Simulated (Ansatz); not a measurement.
Relaxation of CH3S (5 atoms, charge 0, multiplicity 2), to a largest force component of 0.015 eV/Å in at most 40 steps.

Method: Ansatz, UKS r2SCAN/def2-SVP.

```xyz
5
Properties=species:S:1:pos:R:3:forces:R:3
C -0.102 -0.596 0.126 -1.98 1.88 -2.26
S 0.826 0.845 0.309 -0.10 0.46 -0.27
H -1.023 -0.542 -0.585 1.76 -0.12 1.35
H 0.146 -1.438 0.676 0.36 -1.99 1.12
H 1.718 0.450 1.240 -0.03 -0.24 0.06
```

**Question.** Where does it end, and by what steps?

**Answer.** It converged. After 4 steps the energy has fallen by 0.161 eV; H3 moved furthest, 0.07 Å.

```csv
step,energy less start (eV),largest force component (eV/Å),accepted
0,0.0000,2.262,yes
1,-0.1530,0.527,yes
2,-0.1606,0.065,yes
3,-0.1607,0.018,yes
4,-0.1607,0.003,yes
```

```xyz
5
Properties=species:S:1:pos:R:3
C -0.117 -0.570 0.134
S 0.810 0.880 0.301
H -0.956 -0.537 -0.562
H 0.130 -1.479 0.682
H 1.699 0.426 1.210
```

Whether the end is a true minimum wasn't checked by a vibrational analysis.

Run time: 13 s on 1 thread of Arm Neoverse V2, with other jobs on the host, peak memory 0.14 GiB.
